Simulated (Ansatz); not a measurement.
# AlH2NSi: single points off equilibrium

The task here is to estimate one member of a computed series from the others.

The runs use Ansatz 0.2.0, Gaussian basis; single points in def2-TZVPP.

Correlated methods freeze the cores.

### Starting geometry

SMILES `N#[Si][AlH2]`, 5 atoms, charge 0, spin multiplicity 1.

Atoms are counted from 1 here; the program's logs count them from 0.

Bond lengths: N1–Si2 1.607 Å, Si2–Al3 2.458 Å, Al3–H4 1.595 Å, Al3–H5 1.601 Å. Angles: N1–Si2–Al3 176.8°, Si2–Al3–H4 119.5°, Si2–Al3–H5 129.0°, H4–Al3–H5 111.3°.

Coordinates:

```xyz
5

N     0.39631   -1.96942    2.37961
Si    0.21475   -0.91824    1.17821
Al   -0.12696    0.59031   -0.73218
H    -1.23385    0.23670   -1.82535
H     0.67899    1.91593   -1.12664
```

Set-up of the first run:

Contents of run/in.yaml:

```yaml
crystal:
  periodic: [false, false, false]
  atoms:
    - {symbol: N, position_ang: [0.396306, -1.969420, 2.379614]}
    - {symbol: Si, position_ang: [0.214748, -0.918235, 1.178211]}
    - {symbol: Al, position_ang: [-0.126958, 0.590310, -0.732177]}
    - {symbol: H, position_ang: [-1.233853, 0.236696, -1.825352]}
    - {symbol: H, position_ang: [0.678994, 1.915927, -1.126637]}
basis:
  gaussian: {orbitals: def2-TZVPP}
hamiltonian: {xc: pbe, dispersion: d4}
output: {forces: true}
```

Command:

```
$ ansatz run in.yaml --threads 2 --pin off --events-out ev --progress --plain --max-ram 3481MiB
```

Steps of the session up to this table: PBE-D4/def2-TZVPP; r2SCAN-D4/def2-TZVPP; PBE0-D4/def2-TZVPP; wB97M-V/def2-TZVPP; CCSD(T)/def2-TZVPP.

One of the session's tables, all rows but one given; the rest of the session is left out.

| method | RMS force component (eV/Å) | angle to CCSD(T) forces (°) | dipole (D) |
| --- | --- | --- | --- |
| PBE-D4 | 0.368 | 26.6 | 4.78 |
| r2SCAN-D4 | 0.580 | 35.4 | 4.99 |
| PBE0-D4 | 0.754 | 42.5 | 5.36 |
| wB97M-V | ? | ? | ? |
| CCSD(T) | 0.343 | reference | 4.73 |

**Question.** Estimate the row for wB97M-V.

As computed: RMS force component (eV/Å): 0.961; angle to CCSD(T) forces (°): 43.2; dipole (D): 5.80. In the column «RMS force component (eV/Å)» it is the highest.

Limits of these values: The reference is not at the basis limit: in triple zeta CCSD(T) underbinds, which counts against methods that bind more; the gaps are no ranking. The T1 diagnostic is large here, over the usual mark for main-group molecules (transition-metal compounds often pass it harmlessly), so CCSD(T) itself may be off.
